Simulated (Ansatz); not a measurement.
# Al2 (singlet): wave-function methods side by side, cc-pVTZ

One table from this session's results is given with a row withheld; the runs are named, their logs left out.

Method: cc-pVTZ, core rule «outside noble gas», up to 10 orbitals frozen; program: Ansatz 0.2.0, Gaussian basis.

Plan: UHF; CCSD(T) on RHF; CCSD(T) on UHF; BCCD(T) on RHF; CISD; CCSDT(Q) on RHF; CCSDT(Q) on UHF; CCSDTQ on RHF; CASSCF and MRCISD+Q, 6 electrons in 8 orbitals; CASSCF and NEVPT2, 6 electrons in 8 orbitals; Full CI.

2 further runs of the same task are left out: 2 set aside as unsound or not needed.

### What is computed

The geometry is a PBE0/def2-TZVP stationary point (not a proven minimum).

2 atoms, charge 0, spin multiplicity 1.

Atoms are counted from 1 here; the program's logs count them from 0.

No contacts short enough for the rule that draws bonds.

The first run:

File in.yaml:

```yaml
crystal:
  periodic: [false, false, false]
  atoms:
    - {symbol: Al, position_ang: [0.000000, 0.000000, 0.000000]}
    - {symbol: Al, position_ang: [0.000000, 0.000000, 3.031047]}
basis:
  gaussian: {orbitals: cc-pVTZ}
magnetization: {spin_polarized: true, initial_magnetization: 0}
hamiltonian: {xc: hf}
output: {orbitals: {seedname: orbitals}}
```

Run with:

```console
> ansatz run in.yaml --threads 1 --pin off --events-out ev --progress --plain --max-ram 2816MiB --backend cpu
```

Among the steps run: UHF; CCSD(T) on RHF; CCSD(T) on UHF; BCCD(T) on RHF; CISD; CCSDT(Q) on RHF; CCSDT(Q) on UHF; CCSDTQ on RHF; CASSCF and MRCISD+Q, 6 electrons in 8 orbitals; CASSCF and NEVPT2, 6 electrons in 8 orbitals; Full CI.

One of the session's tables, all rows but one given; the rest of the session is left out.

| method | from FCI (kcal/mol) |
| --- | --- |
| RHF | +87.74 |
| RMP2 | +25.41 |
| CISD | +11.43 |
| RCCSD | +4.65 |
| RCCSD(T) | +1.38 |
| BCCD(T) | +1.37 |
| RCCSDT | +0.52 |
| RCCSDT(Q) | +0.16 |
| RCCSDTQ | ? |
| FCI | 0 |

Q: Estimate the row for RCCSDTQ from the others.

**Answer.** from FCI (kcal/mol): +0.03. In the column «from FCI (kcal/mol)» it lies between FCI (0) and RCCSDT(Q) (+0.16).

Caveats from the session: Left out of the table: CASSCF valence, NEVPT2 valence, MRCISD valence, MRCISD+Q valence (the active space lost an orbital or holds another state than full CI finds). Left out of the table: UHF, UMP2, UCCSD, UCCSD(T), UCCSDT, UCCSDT(Q) (another determinant or state than the rows shown).
